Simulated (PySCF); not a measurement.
# Proton affinity of nitrogen molecule, site by site

System: nitrogen molecule, `N#N` (N2). Numbering: `[N:1]#[N:2]`

These are calculated values, ωB97X-D3(BJ)/def2-TZVP in PySCF (grid level 2) at geometries from PBE0-D3(BJ)/def2-SVP. Thermal corrections: PBE0-D3(BJ)/def2-SVP frequencies, unscaled, ideal gas at 298.15 K and 1 bar, quasi-RRHO entropy.

```csv
site,product,PA / kJ/mol,GB / kJ/mol
N1 (nitrogen),N#[NH+],493,464
```

PA is −ΔH and GB is −ΔG of B + H⁺ → BH⁺ in the gas phase.

In water the product from N1 is solvated 346 kJ/mol more strongly than the parent (electrostatics only).

Against the Active Thermochemical Tables (version 1.112): N1 491 (computed 493, error 2) kJ/mol.

Measured values (NIST Chemistry WebBook, evaluated or the median of agreeing entries): proton affinity (−ΔH) 494 kJ/mol (computed 493, difference -1); gas-phase basicity (−ΔG) 464 kJ/mol (computed 464, difference -1).

Structures, frequencies and single points took 6.7 s of wall time on 1 thread of Arm Neoverse V1 (shared host), launched as `OMP_NUM_THREADS=1 python redox_run.py task.json out`.

Differences come from unrounded values, so a last digit can differ from that of the printed terms.
